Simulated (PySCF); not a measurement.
**methyl bromide: adiabatic energies of losing or gaining an electron at several levels**

Structure: `CBr` (CH3Br).

All levels share the PBE0-D3(BJ)/ma-def2-SVP structures and the PBE0-D3(BJ)/ma-def2-SVP thermal terms; only the single-point energies (PySCF) change. Values are adiabatic energies of losing or gaining an electron (0 K, eV).

```
                        level  ionisation energy to the radical cation  abs. error  time
     BLYP-D3(BJ)/ma-def2-TZVP                                    10.25        0.29  34 s
            OPBE/ma-def2-TZVP                                    10.29        0.25  28 s
       BHandHLYP/ma-def2-TZVP                                    10.42        0.12  14 s
        PBE0-D3(BJ)/def2-QZVP                                    10.43        0.11  45 s
      PBE0-D3(BJ)/aug-cc-pVTZ                                    10.44        0.11  30 s
     PBE0-D3(BJ)/ma-def2-TZVP                                    10.44        0.10     –
     BP86-D3(BJ)/ma-def2-TZVP                                    10.46        0.08  89 s
CAM-B3LYP-D3(BJ)/ma-def2-TZVP                                    10.54        0.00  18 s
                   ATcT 1.112                                    10.54
```

Times are wall times for all single points of a level on 1 thread of Arm Neoverse V1, a shared host; the dash marks the run that also made the structures. BLYP, BP86, OPBE ran on a slower path of this set-up, which computes the density-fitting integrals anew in every SCF cycle while the other levels store them. So the times needn't show the usual order of cost, and those levels read slower than they are.

The spread: 0.29 eV, from 10.25 to 10.54.

Caveats: spin-orbit coupling is left out of the energies, which matters for open shells on the heavier atoms; atoms from Ga to Kr are treated without relativity.
